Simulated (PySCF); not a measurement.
Ionisation energies (eV) were calculated with PySCF 2.14 by LDA, MP2 (valence), PBE0, in another order, as differences of total energies without spin-orbit coupling. The measured values are between term centres (NIST).

| species | measured | A | B | C |
| --- | --- | --- | --- | --- |
| B (aug-cc-pwCVQZ, non-relativistic) | 8.297 | 8.647 | 8.646 | 8.295 |
| Ne (aug-cc-pwCVQZ, non-relativistic) | 21.597 | 21.452 | 22.191 | 21.740 |
| Al⁺ (aug-cc-pwCVQZ, non-relativistic) | 18.829 | 18.653 | 18.892 | 18.324 |
| Al (aug-cc-pCVQZ-DK, spin-free X2C) | 5.977 | 6.089 | 6.026 | 5.847 |
| Si (aug-cc-pCVQZ-DK, spin-free X2C) | 8.157 | 8.209 | 8.223 | 8.067 |
| P (aug-cc-pwCVQZ, non-relativistic) | 10.526 | 10.528 | 10.577 | 10.527 |
| S (aug-cc-pwCVQZ, non-relativistic) | 10.336 | 10.405 | 10.568 | 10.108 |
| Zn (aug-cc-pwCVQZ-PP with ECP10MDF, ECP) | 9.394 | 9.244 | 9.903 | 9.219 |

Which column is which method?

A is PBE0 (mean error 0.01 eV); B is LDA (mean error 0.24 eV); C is MP2 (valence) (mean error -0.12 eV). PBE0, with a quarter of exact exchange, lies close to experiment on average. LDA overbinds the outer electron and comes out highest. Valence MP2 in a finite basis recovers only part of the missing correlation, so it stays below experiment on average.
